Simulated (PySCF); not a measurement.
## Energy of Li (lithium, neutral) between two integer charges

The 2s alpha orbital of [He] 2s1 is emptied in steps (occupation f), with all orbitals relaxed, ending at 1s2. All numbers are calculated (PySCF 2.14, the non-relativistic Hamiltonian (point nucleus), in aug-cc-pVTZ (5s4p3d2f, 46 functions)). The exact energy is a straight line in f; departures are measured from the line between the end points of the same method.

```tsv
f	UHF (eV)	LDA (eV)	PBE (eV)	PBE0 (eV)	LC-wPBE (eV)	BHandHLYP (eV)	wB97X (eV)	BLYP (eV)	TPSS (eV)
1	0.000	0.000	0.000	0.000	0.000	0.000	0.000	0.000	0.000
0.9	0.000	-0.207	-0.212	-0.156	0.003	-0.114	0.002	-0.225	-0.207
0.7	0.000	-0.475	-0.489	-0.357	0.009	-0.264	0.010	-0.522	-0.475
0.5	0.000	-0.548	-0.570	-0.412	0.014	-0.310	0.015	-0.614	-0.551
0.3	0.000	-0.433	-0.460	-0.330	0.016	-0.255	0.011	-0.503	-0.444
0.1	0.000	-0.158	-0.180	-0.127	0.009	-0.104	-0.001	-0.203	-0.177
0	0.000	0.000	0.000	0.000	0.000	0.000	0.000	0.000	0.000
```

```csv
method,E(f=0) − E(f=1) (eV),−ε at f=1 (eV),−ε at f=0.5 (eV)
UHF,5.342,5.343,5.342
LDA,5.468,3.163,5.582
PBE,5.583,3.222,5.666
PBE0,5.567,3.827,5.644
LC-wPBE,5.577,5.598,5.600
BHandHLYP,5.513,4.244,5.538
wB97X,5.303,5.316,5.312
BLYP,5.524,3.030,5.578
TPSS,5.500,3.194,5.592
```

Orbital energy along the path (eV):

| f | UHF | LDA | PBE | PBE0 | LC-wPBE | BHandHLYP | wB97X | BLYP | TPSS |
| --- | --- | --- | --- | --- | --- | --- | --- | --- | --- |
| 1 | -5.343 | -3.163 | -3.222 | -3.827 | -5.598 | -4.244 | -5.316 | -3.030 | -3.194 |
| 0.9 | -5.343 | -3.641 | -3.707 | -4.194 | -5.605 | -4.504 | -5.332 | -3.528 | -3.674 |
| 0.7 | -5.343 | -4.614 | -4.691 | -4.928 | -5.609 | -5.024 | -5.342 | -4.548 | -4.641 |
| 0.5 | -5.342 | -5.582 | -5.666 | -5.644 | -5.600 | -5.538 | -5.312 | -5.578 | -5.592 |
| 0.3 | -5.342 | -6.484 | -6.582 | -6.302 | -5.567 | -6.034 | -5.252 | -6.575 | -6.464 |
| 0.1 | -5.342 | -7.113 | -7.338 | -6.821 | -5.507 | -6.478 | -5.261 | -7.433 | -7.169 |
| 0 | -5.341 | -6.503 | -6.760 | -6.331 | -5.475 | -6.504 | -5.081 | -7.391 | -6.701 |

As f goes to zero the orbital energy of a semilocal functional can turn back, because the density of that orbital vanishes from the exchange-correlation potential.

Reference removal energy between the ground levels: 5.392 eV (measured; NIST Atomic Spectra Database, ionization energies). UHF lacks correlation.
